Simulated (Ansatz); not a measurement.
Interaction energy ladder

The pair of NH₃ (SMILES N, atoms 1–4) and C₂H₆ (SMILES CC, atoms 5–12), both closed shells, in one local arrangement (a lower one may exist), relaxed at PBE0-D4/def2-TZVP:

| atom | x (Å) | y (Å) | z (Å) |
| --- | --- | --- | --- |
| N1 | -0.0411 | -0.1474 | -2.3346 |
| H2 | -0.7913 | 0.2295 | -2.9007 |
| H3 | 0.6065 | -0.6059 | -2.9635 |
| H4 | -0.4445 | -0.8658 | -1.7456 |
| C5 | 0.4867 | 0.8102 | 1.1270 |
| C6 | -0.3161 | -0.4581 | 1.3588 |
| H7 | 0.6312 | 0.9871 | 0.0590 |
| H8 | -0.0202 | 1.6818 | 1.5488 |
| H9 | 1.4719 | 0.7462 | 1.5960 |
| H10 | -0.4726 | -0.6518 | 2.4231 |
| H11 | 0.1921 | -1.3314 | 0.9406 |
| H12 | -1.3024 | -0.3945 | 0.8912 |

Computed with Ansatz 0.2.0 (basis: def2-TZVPPD, with def2-QZVPPD for the basis limit); correlated methods freeze the cores. B3LYP uses VWN-RPA correlation. Extrapolation: Hartree–Fock as exp(−7.88 √X), correlation as X^−2.97. Interaction energies count from these two fragments, frozen as in the pair, with the counterpoise correction; negative means bound.

Question: What is the interaction energy by CCSD(T) at an estimated basis limit (MP2 extrapolated from triple and quadruple zeta, plus CCSD(T) − MP2 in triple zeta)? (Judge from chemistry; the value comes from the calculation.)

Answer: By the calculation: -4.2 kJ/mol. Hartree–Fock alone gives 2.1 kJ/mol at the basis limit, so without correlation the pair would not bind at this distance. It counts from the two fragments frozen as in the pair.

The same quantity by other methods in triple zeta, and each one's difference from that estimate:
```tsv
method	E_int (kJ/mol)	difference
PBE-D4	-5.1	-1.0
revPBE-D4	-3.5	0.7
BLYP-D4	-3.1	1.0
r2SCAN-D4	-3.7	0.5
B97M-V	-4.1	0.0
PBE0-D4	-4.6	-0.4
B3LYP-D4	-3.8	0.4
HSE06-D4	-4.6	-0.4
wB97X-V	-4.1	0.1
wB97M-V	-3.9	0.2
B2PLYP	-1.2	2.9
HF	2.1	6.2
MP2	-3.5	0.7
CCSD	-2.7	1.4
CCSD(T)	-3.6	0.5
```
Differences are method less estimate.

Question: Which atoms make the shortest contact between the fragments?

Answer: N1 and H7, 2.73 Å apart.

Basis-set superposition shift (counterpoise-corrected less uncorrected): CCSD(T) 1.2; MP2 1.2; HF 0.2; PBE0-D4 0.3; wB97M-V 0.4 kJ/mol.

No T1 diagnostic of these runs exceeds 0.009.

For scale, one of the runs: CCSD(T)/def2-TZVPPD, 264 basis functions, launched by `ansatz run in.yaml --threads 4 --pin off --events-out ev --progress --plain --max-ram 9574MiB`. The run took 97 s on 4 CPU threads of an Arm Neoverse V1 (shared host), with 6.7 GiB of host memory at its peak.
